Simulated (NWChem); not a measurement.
**One shape, several levels: C5H6 (2-methyl-1-buten-3-yne)**

Aim: a comparison of 6 runs (BLYP/def2-SVP, SVWN5/def2-SVP, TPSS/def2-SVP, r2SCAN/def2-SVP, revPBE/def2-SVP, CCSD(T)/def2-SVP) of C5H6 (2-methyl-1-buten-3-yne). 

The results are computed with NWChem 7.3.0.

1 further run of the same task is left out (set aside as unsound or not needed).

## Step 1: The molecule

The species is C5H6 (11 atoms), meant as a singlet with charge 0. As SMILES, `C#CC(=C)C`. The C2–C3 distance was set to 2.139 Å, away from the relaxed value. At this shape a bond of the SMILES string is far longer than usual.

Bond lengths: C1–C2 1.203 Å, C3–C4 1.335 Å, C3–C5 1.500 Å, C1–H6 1.064 Å, C4–H7 1.084 Å, C4–H8 1.082 Å, C5–H9 1.093 Å, C5–H10 1.093 Å, C5–H11 1.090 Å. Some angles: C4–C3–C5 123.1°, C2–C1–H6 179.2°, C3–C4–H7 120.7°, C3–C4–H8 121.4°, C3–C5–H9 110.6°, C3–C5–H10 110.6°, C3–C5–H11 110.8°, H7–C4–H8 117.9°, H9–C5–H10 107.0°, H9–C5–H11 108.9°. A long bond or contact: C2–C3 2.139 Å.

## Step 2: A single-point energy at BLYP/def2-SVP (run 1)

work.xyz

```xyz
11
C5H6 energy
C     -1.701933     2.302525     1.327786
C     -1.143533     1.372925     0.807086
C     -0.073000    -0.237900    -0.105500
C     -0.718400    -1.309500    -0.570900
C      1.416500    -0.080200    -0.182900
H     -2.209733     3.117625     1.786286
H     -0.174900    -2.125300    -1.033200
H     -1.795300    -1.393800    -0.500600
H      1.842600     0.040200     0.816500
H      1.678700     0.815000    -0.752400
H      1.874100    -0.947800    -0.659100
```

run.py

```python
from ase.io import read
from ase.calculators.nwchem import NWChem

atoms = read('work.xyz')

calc = NWChem(
    label='work',
    theory='dft',
    memory='2200 mb',
    basis='def2-SVP',
    basispar='spherical bse',
    dft={'xc': 'becke88 lyp', 'mult': '1', 'grid': 'fine', 'convergence': 'energy 1e-08', 'iterations': '100', 'mulliken': None},
    task='energy',
)
atoms.calc = calc

print(f"energy = {atoms.get_potential_energy():.6f} eV")
print("dipole (e A):", atoms.get_dipole_moment().round(4))
```

Run with:

```
$ export ASE_NWCHEM_COMMAND="nwchem PREFIX.nwi > PREFIX.nwo"
$ python run.py
```

The program printed:

```text
energy = -5271.105736 eV
dipole (e A): [ 0.2808 -0.2746 -0.1659]
```

The calculator wrote work.nwi:

```
title "work"

permanent_dir work

scratch_dir work

start work

geometry units angstrom nocenter noautosym noautoz
  C  -1.7019329999999999e+00 2.3025250000000002e+00 1.3277859999999999e+00
  C  -1.1435329999999999e+00 1.3729250000000000e+00 8.0708599999999997e-01
  C  -7.2999999999999995e-02 -2.3790000000000000e-01 -1.0550000000000000e-01
  C  -7.1840000000000004e-01 -1.3095000000000001e+00 -5.7089999999999996e-01
  C  1.4165000000000001e+00 -8.0199999999999994e-02 -1.8290000000000001e-01
  H  -2.2097329999999999e+00 3.1176249999999999e+00 1.7862860000000000e+00
  H  -1.7490000000000000e-01 -2.1253000000000002e+00 -1.0331999999999999e+00
  H  -1.7952999999999999e+00 -1.3937999999999999e+00 -5.0060000000000004e-01
  H  1.8426000000000000e+00 4.0200000000000000e-02 8.1650000000000000e-01
  H  1.6787000000000001e+00 8.1499999999999995e-01 -7.5239999999999996e-01
  H  1.8741000000000001e+00 -9.4779999999999998e-01 -6.5910000000000002e-01
end

memory 2200 mb

basis spherical bse noprint
   * library def2-SVP
end

dft
  xc becke88 lyp
  mult 1
  grid fine
  convergence energy 1e-08
  iterations 100
  mulliken
end

task dft energy
```

work.nwo:

```text
Northwest Computational Chemistry Package (NWChem) 7.3.0
             --------------------------------------------------------

           Job information
           ---------------

    nwchem branch   = 7.3.0
    use scalapack   = T
    input           = work.nwi
    prefix          = work.
    data base       = work/work.db
    status          = startup
    nproc           =        1

           Memory information
           ------------------

[... 5 lines left out ...]
    hardfail = no
[... 119 lines left out ...]
          Convergence on energy requested:  1.00D-08
[... 21 lines left out ...]
          Convergence Information
[... 30 lines left out ...]
 1-e energy   =    -513.144326
[... 44 lines left out ...]
      One electron energy =     -517.656226981820
[... 8 lines left out ...]
                       DFT Final Molecular Orbital Analysis
[... 739 lines left out ...]
     Multipole analysis of the density
     ---------------------------------

     L   x y z        total         alpha         beta         nuclear
     -   - - -        -----         -----         ----         -------
     0   0 0 0     -0.000000    -18.000000    -18.000000     36.000000

     1   1 0 0      0.530571     11.704486     11.704486    -22.878400
[... 8 lines of this table left out ...]
     2   0 0 2    -23.535634    -52.630772    -52.630772     81.725909

 Task  times  cpu:       15.5s     wall:       15.5s
 Total times  cpu:       15.5s     wall:       15.5s
```

Wall time 17 s (1 thread of Intel Xeon 6975P-C (Granite Rapids), shared host); peak memory 0.12 GiB.

## Step 3: The energy at SVWN5/def2-SVP (run 2)

run.py

```python
from ase import Atoms
from ase.calculators.nwchem import NWChem

mol = Atoms(['C', 'C', 'C', 'C', 'C', 'H', 'H', 'H', 'H', 'H', 'H'], positions=[
    [-1.701933, 2.302525, 1.327786],
    [-1.143533, 1.372925, 0.807086],
    [-0.073000, -0.237900, -0.105500],
    [-0.718400, -1.309500, -0.570900],
    [1.416500, -0.080200, -0.182900],
    [-2.209733, 3.117625, 1.786286],
    [-0.174900, -2.125300, -1.033200],
    [-1.795300, -1.393800, -0.500600],
    [1.842600, 0.040200, 0.816500],
    [1.678700, 0.815000, -0.752400],
    [1.874100, -0.947800, -0.659100],
])

calc = NWChem(
    label='run',
    theory='dft',
    memory='2200 mb',
    basis='def2-SVP',
    basispar='spherical bse',
    dft={'xc': 'slater vwn_5', 'mult': '1', 'grid': 'fine', 'convergence': 'energy 1e-08', 'iterations': '100', 'mulliken': None},
    task='energy',
)
mol.calc = calc

e = mol.get_potential_energy()
print(f"E = {e:.6f} eV")
print("dipole (e A):", mol.get_dipole_moment().round(4))
```

Run with:

```
$ export ASE_NWCHEM_COMMAND="nwchem PREFIX.nwi > PREFIX.nwo"
$ python run.py
```

The program printed:

```text
E = -5223.687931 eV
dipole (e A): [ 0.2844 -0.2601 -0.1591]
```

The calculator wrote run.nwi:

```
title "run"

permanent_dir run

scratch_dir run

start run

geometry units angstrom nocenter noautosym noautoz
  C  -1.7019329999999999e+00 2.3025250000000002e+00 1.3277859999999999e+00
  C  -1.1435329999999999e+00 1.3729250000000000e+00 8.0708599999999997e-01
  C  -7.2999999999999995e-02 -2.3790000000000000e-01 -1.0550000000000000e-01
  C  -7.1840000000000004e-01 -1.3095000000000001e+00 -5.7089999999999996e-01
  C  1.4165000000000001e+00 -8.0199999999999994e-02 -1.8290000000000001e-01
  H  -2.2097329999999999e+00 3.1176249999999999e+00 1.7862860000000000e+00
  H  -1.7490000000000000e-01 -2.1253000000000002e+00 -1.0331999999999999e+00
  H  -1.7952999999999999e+00 -1.3937999999999999e+00 -5.0060000000000004e-01
  H  1.8426000000000000e+00 4.0200000000000000e-02 8.1650000000000000e-01
  H  1.6787000000000001e+00 8.1499999999999995e-01 -7.5239999999999996e-01
  H  1.8741000000000001e+00 -9.4779999999999998e-01 -6.5910000000000002e-01
end

memory 2200 mb

basis spherical bse noprint
   * library def2-SVP
end

dft
  xc slater vwn_5
  mult 1
  grid fine
  convergence energy 1e-08
  iterations 100
  mulliken
end

task dft energy
```

run.nwo:

```text
Northwest Computational Chemistry Package (NWChem) 7.3.0
             --------------------------------------------------------

           Job information
           ---------------

    nwchem branch   = 7.3.0
    use scalapack   = T
    input           = run.nwi
    prefix          = run.
    data base       = run/run.db
    status          = startup
    nproc           =        1

           Memory information
           ------------------

[... 5 lines left out ...]
    hardfail = no
[... 119 lines left out ...]
          Convergence on energy requested:  1.00D-08
[... 21 lines left out ...]
          Convergence Information
[... 30 lines left out ...]
 1-e energy   =    -513.144326
[... 42 lines left out ...]
      One electron energy =     -517.569065773669
[... 8 lines left out ...]
                       DFT Final Molecular Orbital Analysis
[... 740 lines left out ...]
     Multipole analysis of the density
     ---------------------------------

     L   x y z        total         alpha         beta         nuclear
     -   - - -        -----         -----         ----         -------
     0   0 0 0     -0.000000    -18.000000    -18.000000     36.000000

     1   1 0 0      0.537513     11.707957     11.707957    -22.878400
[... 8 lines of this table left out ...]
     2   0 0 2    -23.572118    -52.649014    -52.649014     81.725909

 Task  times  cpu:        9.2s     wall:        9.2s
 Total times  cpu:        9.2s     wall:        9.2s
```

Wall time 10 s (1 thread of Intel Xeon 6975P-C (Granite Rapids), shared host); peak memory 0.12 GiB.

Runs 3 to 5 aren't shown in full; the table further down has their settings and results.

## Step 4: A single-point energy at CCSD(T)/def2-SVP (run 6)

mol.nw

```
start mol
memory total 2200 mb
geometry noautosym nocenter noautoz
  C     -1.701933     2.302525     1.327786
  C     -1.143533     1.372925     0.807086
  C     -0.073000    -0.237900    -0.105500
  C     -0.718400    -1.309500    -0.570900
  C      1.416500    -0.080200    -0.182900
  H     -2.209733     3.117625     1.786286
  H     -0.174900    -2.125300    -1.033200
  H     -1.795300    -1.393800    -0.500600
  H      1.842600     0.040200     0.816500
  H      1.678700     0.815000    -0.752400
  H      1.874100    -0.947800    -0.659100
end
basis "ao basis" spherical bse
  * library def2-SVP
end
scf
  thresh 1e-08
  maxiter 80
  noprint "final vectors analysis"
end
ccsd
  freeze core 5
  maxiter 60
end
task ccsd(t) energy
```

Run with:

```
$ nwchem mol.nw > mol.out
```

The program printed:

```text
[...]
  functions       =   100
[...]
  wavefunction    = RHF
[...]
         Total SCF energy =   -192.483457557408
      One-electron energy =   -516.750907369170
      Two-electron energy =    193.545967198364
 Nuclear repulsion energy =    130.721482613398
        Time for solution =      8.5s
[...]
 Total MP2 energy:           -193.147649842285176
[...]
             energy      energy      error      ampl     ampl      Block
                                                time     time      time
[...]
 Total CCSD energy:           -193.197856847101491
[...]
 Total CCSD+T(CCSD) energy:           -193.230804949675303
[...]
 Total CCSD(T) energy:                -193.229392838587700
[...]
```

Run time: 2.7 min. Hardware: 1 thread of Intel Xeon 6975P-C (Granite Rapids), shared host; peak memory 0.36 GiB.

## Step 5: The series

| run | level | integration grid | iteration cap | energy (Eh) | dipole moment (D) | HOMO energy (eV) | LUMO energy (eV) | wall time |
| --- | --- | --- | --- | --- | --- | --- | --- | --- |
| 1 | BLYP/def2-SVP | fine | 100 | -193.709564 | 2.05 | -6.07 | -2.26 | 17 s |
| 2 | SVWN5/def2-SVP | fine | 100 | -191.966992 | 2.00 | -6.47 | -2.49 | 10 s |
| 3 | TPSS/def2-SVP | fine | 100 | -193.842217 | 2.11 | -6.31 | -2.24 | 20 s |
| 4 | r2SCAN/def2-SVP | fine | 100 | -193.667816 | 2.17 | -6.57 | -2.26 | 19 s |
| 5 | revPBE/def2-SVP | fine | 100 | -193.751701 | 2.05 | -6.25 | -2.33 | 16 s |
| 6 | CCSD(T)/def2-SVP | – | 80 | -193.229393 | – | – | – | 2.7 min |

## Step 6: Results

| quantity | value |
| --- | --- |
| run 6: total energy | -193.22939 Eh |
| run 6: correlation energy (5 core orbitals frozen) | -745.9 mEh |
| run 6: (T) correction | -31.54 mEh |

Over runs 1, 2, 3, 4, 5 the dipole moment (its size) runs from 2.00 D (SVWN5/def2-SVP) to 2.17 D (r2SCAN/def2-SVP). Over runs 1, 2, 3, 4, 5 the HOMO–LUMO gap runs from 3.81 eV (BLYP/def2-SVP) to 4.31 eV (r2SCAN/def2-SVP). Totals of different functionals can't be ranked against each other. All runs together took 4.1 min, the longest 2.7 min.
